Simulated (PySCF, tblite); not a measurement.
Isomers of C3H7FO2, one GFN2-xTB conformer each. Single-point energies are computed at PBE0/pcSseg-1 (PySCF, gas phase, no added dispersion term), electronic only.

| SMILES | GFN2-xTB relative energy (kJ/mol) |
| --- | --- |
| COCOCF | 3.4 |
| COC(F)OC | 0.0 |

Conformers: `[CH3:1][O:2][CH2:3][O:4][CH2:5][F:6]` with C1–O2–C3–O4 69°, O2–C3–O4–C5 69°, C3–O4–C5–F6 75°; `[CH3:1][O:2][CH:3]([F:4])[O:5][CH3:6]` with C1–O2–C3–F4 -172°, O2–C3–O5–C6 -178°.

Task: What does PBE0/pcSseg-1 give for the same structures?

Result: 
| SMILES | PBE0/pcSseg-1 E (Eh) | PBE0/pcSseg-1 (kJ/mol) | GFN2-xTB (kJ/mol) | point group |
| --- | --- | --- | --- | --- |
| COC(F)OC | -368.37124 | 0.0 | 0.0 | C1 |
| COCOCF | -368.36572 | 14.5 | 3.4 | C1 |

Both levels put the same isomer lowest. 

Task: Which frontier levels, dipoles and rotational constants go with these structures?

Result: 
| SMILES | HOMO (eV, PBE0/pcSseg-1) | LUMO (eV) | dipole (D) | A, B, C (MHz) |
| --- | --- | --- | --- | --- |
| COC(F)OC | -8.23 | 1.52 | 3.00 | 5768, 2746, 1994 |
| COCOCF | -8.20 | 1.57 | 2.14 | 9364, 1845, 1803 |

Task: What happens when harmonic zero-point energies from GFN2-xTB frequencies are added?

Result: 
| SMILES | ZPE (kJ/mol) | electronic (kJ/mol) | with ZPE (kJ/mol) |
| --- | --- | --- | --- |
| COC(F)OC | 265.5 | 0.0 | 0.0 |
| COCOCF | 267.7 | 14.5 | 16.7 |

The zero-point energies span 2.2 kJ/mol. The order is unchanged.

Task: As an exercise, what shares would exp(−E/RT) give at 1000 K from these electronic energies alone (no entropy, no degeneracies)?

Result: RT = 8.314 kJ/mol: COC(F)OC 85.1 %, COCOCF 14.9 %.
